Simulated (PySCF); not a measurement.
Potential energy curve for LiH, singlet.

Levels: RMP2 = MP2 on RHF/cc-pVTZ (PySCF); RCCSD(T) = CCSD(T) on RHF/cc-pVTZ run with PySCF; RHF/STO-3G = restricted Hartree-Fock/STO-3G (PySCF).

Energies are in kJ/mol, each relative to the lowest point of its own curve near equilibrium.

```
R / Å        RMP2    RCCSD(T)  RHF/STO-3G
-----  ----------  ----------  ----------
1.21         76.7        76.8        67.4
1.28         46.5        46.7        36.7
1.35         25.5        25.7        16.5
1.45          7.7         8.0         2.1
1.50          3.0         3.2         0.0
1.54          0.9         1.0         0.4
1.60          0.0         0.0  (withheld)
1.65          1.0         0.9  (withheld)
1.69          2.8         2.5        14.8
1.74          6.0         5.5        23.1
1.86         17.3        16.1        48.6
1.99         33.5        31.2        82.4
2.14         54.9        51.3       126.6
2.42         98.1        91.0       216.5
2.63        130.2       119.7       285.3
2.89        167.8       151.8       367.5
3.18        205.6       181.2       451.3
3.55        246.8       207.8       541.8
3.92        280.3       222.9       612.9
4.31   (withheld)  (withheld)       668.9
4.75   (withheld)       232.8       713.8
5.55        344.3       233.5  (withheld)
6.33        336.3       233.6       787.9
```

**Question.** Complete the blanks.

**Answer.** 
- 1.60, RHF/STO-3G: 3.9
- 1.65, RHF/STO-3G: 9.2
- 4.31, RMP2: 307.4
- 4.31, RCCSD(T): 230.0
- 4.75, RMP2: 328.7
- 5.55, RHF/STO-3G: 762.5

The restricted form behind RMP2, RHF/STO-3G keeps the bonding electrons paired and can't separate into open-shell fragments. The T1 diagnostic of CCSD on the restricted reference of RMP2, RCCSD(T) exceeds 0.045 at 2.89 to 6.33 Å.
